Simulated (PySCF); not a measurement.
Molecule: `InChI=1S/C4H6/c1-3-4-2/h1H,4H2,2H3`.

Geometry:
```
atom   x (Å)   y (Å)   z (Å)
  C1   2.298   0.045   0.185
  C2   1.128  -0.269   0.183
  C3  -0.287  -0.621   0.171
  C4  -1.194   0.526  -0.269
  H5   3.337   0.318   0.189
  H6  -0.574  -0.963   1.181
  H7  -0.429  -1.492  -0.492
  H8  -2.248   0.210  -0.261
  H9  -0.943   0.857  -1.287
 H10  -1.089   1.391   0.401
```

Geometry PBE0-D3(BJ)/def2-SVP throughout; GIAO in PySCF 2.14.0 with density-fitted response routines, gas phase, one conformer, non-relativistic; equivalent atoms averaged; functional PBE0.

For orientation, 6-31G gives these shifts δ (against TMS at the same level): C1 67.5, C2 80.4, C3 14.3, C4 15.5, H5 1.89, H6/H7 2.20, H8/H9/H10 1.25 ppm.

A run gave: C1 70.8, C2 88.7, C3 15.2, C4 15.6, H5 1.65, H6/H7 2.22, H8/H9/H10 1.09 ppm (shifts δ (against TMS at the same level)).

**Question.** Which basis set was used in that run?
A. def2-TZVP
B. def2-SVP
C. pcSseg-1
D. pcSseg-0
E. 6-31G*

**Answer.** A. C1 tells them apart best: def2-TZVP gives 70.8, pcSseg-1 gives 73.8, def2-SVP gives 67.9, pcSseg-0 gives 80.3, 6-31G* gives 64.8 ppm.
